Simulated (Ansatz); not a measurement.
## Ansatz (development build ahead of 0.2.0) run

```yaml
crystal:
  periodic: [false, false, false]
  atoms:
    - { symbol: Si, position_ang: [0.0, 0.0, 0.0] }
    - { symbol: Si, position_ang: [0.0, 0.0, 2.3583] }
basis:
  gaussian: { orbitals: def2-SVP }
magnetization:
  initial_magnetization: 2
hamiltonian:
  xc: hf
correlation:
  method: mp2
  frozen_orbitals: { Si: 5 }
scf:
  omitted_lower_state_checks: [starts, atomic_configurations, cluster_reference, orbital_swaps, given_window_search, neighbouring_geometries, increment]
```

The input is written out in the form of the current development build from the run's settings. Correlation on restricted open-shell orbitals is semicanonical, with singles.

Results

```
Converged                                                          : yes
Reference energy                                                   : -577.55947 hartree
Correlation energy                                                 : -0.13184 hartree
Total energy                                                       : -577.69131 hartree
Spin squared of the determinant                                    : 2.000
Stability test                                                     : minimum among restricted orbitals
Occupied orbitals by symmetry in an Abelian subgroup (alpha; beta) : 5 Ag 4 B1u 1 B2g 2 B2u 1 B3g 2 B3u; 5 Ag 4 B1u 1 B2g 1 B2u 1 B3g 1 B3u
```

Messages of the program:
```
mean field -15716.19383477 eV, -577.5594706090 hartree, gradient 2.7e-6 eV, S^2 2.000000; 0 other ends of a descent, 0 dependent functions left out
```
